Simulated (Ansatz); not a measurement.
We consider fluorite SrCl2, described by PBE (PAW; Ansatz, an electronic-structure program).

Run with plane-wave cutoff 520 eV, 6×6×6 k mesh, scalar-relativistic PAW data made under PBE.

Computed at the level's own relaxed cell.

Hill averages of the elastic tensor: K = 33.6 GPa, G = 13.2 GPa. Volume 29.089 Å³/atom, mean atomic mass 52.842 u.

**Question.** Work out the density, the sound velocities of a polycrystal and the elastic Debye temperature at this level.

**Answer.** ρ = 1.66054 × 52.842/29.089 = 3.016 g/cm³. v_l = √[(K + 4G/3)/ρ] = 4.120 km/s and v_t = √(G/ρ) = 2.092 km/s. The mean follows from 3/v_m³ = 1/v_l³ + 2/v_t³: v_m = 2.345 km/s. Θ_D = (ħ/k_B) v_m (6π²/V)^(1/3) = 76.38 K Å s/km × 2.345 × 1.2674 Å⁻¹ = 227 K, counting all atoms of the cell.
